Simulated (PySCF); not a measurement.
**Löwdin shares of the frontier orbitals**

Species: C2H8OP2.
Geometry (GFN2-xTB, Å), atoms numbered from 1 in this order:
```xyz
13
C2H8OP2 angstrom
C     -0.3552    1.4771    0.1975
P      0.0579   -0.1213   -0.6229
C     -1.0779   -1.3489    0.1311
O     -0.0492   -0.0518   -2.0871
P      2.0532   -0.7679    0.0056
H     -1.3536    1.7563   -0.1309
H     -0.3218    1.4015    1.2799
H      0.3484    2.2312   -0.1500
H     -2.1007   -1.0788   -0.1228
H     -0.8465   -2.3146   -0.3149
H     -0.9581   -1.4022    1.2091
H      1.9879   -0.1094    1.2283
H      2.6113    0.3294   -0.6406
```

Method used: TDDFT CAM-B3LYP/def2-SVPD, vertical, gas phase, core orbitals frozen in the response (PySCF 2.14.0, density-fitted response routines).

Frontier orbitals with the atoms that hold most of them (Löwdin shares over 4%, at most four atoms; ? is withheld):

```json
{"orbital": "HOMO-3", "ε (eV)": "-11.60", "atoms": "O4 53%, P2 15%, P5 10%, C3 5%"}
{"orbital": "HOMO-2", "ε (eV)": "-9.84", "atoms": "P5 51%, O4 21%, H12 9%, P2 8%"}
{"orbital": "HOMO-1", "ε (eV)": "-9.18", "atoms": "O4 61%, P2 14%, C3 10%, C1 9%"}
{"orbital": "HOMO", "ε (eV)": "-8.72", "atoms": "?"}
{"orbital": "LUMO", "ε (eV)": "?", "atoms": "?"}
{"orbital": "LUMO+1", "ε (eV)": "1.16", "atoms": "P5 36%, C1 12%, P2 12%, H6 7%"}
{"orbital": "LUMO+2", "ε (eV)": "1.45", "atoms": "P5 45%, H12 15%, H13 11%, P2 7%"}
```

(1) Which atoms hold the HOMO, and with what shares?

(2) Which atoms hold the LUMO, and with what shares?

(3) What is the LUMO energy, and the HOMO–LUMO gap?

Results:

(1) O4 (bonded to P) 40%; P5 (bonded to P and 2 H) 31%; P2 (bonded to 2 C, O and P) 15%; C1 (bonded to P and 3 H) 5%. By element: phosphorus 45%, oxygen 40%, carbon 5% or more.

(2) P5 (bonded to P and 2 H) 27%; C3 (bonded to P and 3 H) 12%; C1 (bonded to P and 3 H) 11%; H12 (bonded to P) 10%. By element: phosphorus 27% or more, carbon 23%, hydrogen 10% or more.

(3) ε(LUMO) = 0.81 eV; the gap is 9.53 eV (0.3504 hartree).

How does S1 compare with the orbital gap of 9.53 eV?

S1 is at 6.47 eV (f = 0.037), 3.07 eV below the gap, made of HOMO→LUMO (56%), HOMO→LUMO+2 (26%), HOMO→LUMO+1 (12%). Without the coupling terms of the response equations the lowest excitation would equal the gap.

One configuration dominates each of S3 and S4. Which, and how do the shares of the two leading atoms of either orbital change from the occupied to the empty one?

- S3 (6.93 eV, f 0.0036), HOMO-1→LUMO (73%): O4 61% → at most 11%, P2 14% → at most 11%, P5 at most 6% → 27%, C3 10% → 12%
- S4 (7.12 eV, f 0.306), HOMO→LUMO+1 (70%): O4 40% → at most 8%, P5 31% → 36%, C1 5% → 12%

Löwdin shares depend on the basis, the more so with diffuse functions.

Cost: about 60 s of CPU time on one thread; the machine was shared, so the figure is rough.

One conformer stands for the species.
